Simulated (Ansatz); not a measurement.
**doublet PN(+): levels of theory in one basis**

| atom | x (Å) | y (Å) | z (Å) |
| --- | --- | --- | --- |
| P | 0.0000 | 0.0000 | -0.8007 |
| N | 0.0000 | 0.0000 | 0.8007 |

Basis set: def2-SVP (spherical functions). Frozen core: 6 orbitals. Correlation on ROHF uses semicanonical orbitals with singles. Charge 1, multiplicity 2.

Computed with Ansatz (development build ahead of 0.2.0); each method stands on the lowest determinant of its kind that the runs found.

```
      method  E − E(ROHF) (eV)  <S²> of the determinant
        ROHF              0.00                     0.75
         UHF             -0.85                     1.90
    ROHF-MP2             -6.45                        –
     UHF-MP2             -5.48                     1.90
ROHF-CCSD(T)             -7.41                        –
 UHF-CCSD(T)             -7.58                     1.90
```

What does UHF-CCSDT(Q) give on the same scale?

-7.80 eV.

Caution for ROHF, ROHF-MP2, ROHF-CCSD(T): an unrestricted determinant lies well below; the determinant may break the point group. Caution for UHF, UHF-MP2, UHF-CCSD(T), UHF-CCSDT(Q): the unrestricted determinant is a mixture of spin states. Caution for ROHF-MP2, UHF-MP2: MP2 on this radical cation hangs on the determinant chosen. Caution for ROHF-CCSD(T), UHF-CCSD(T): another reference gives a lower total. Caution for UHF-CCSD(T): the program doubts this total.
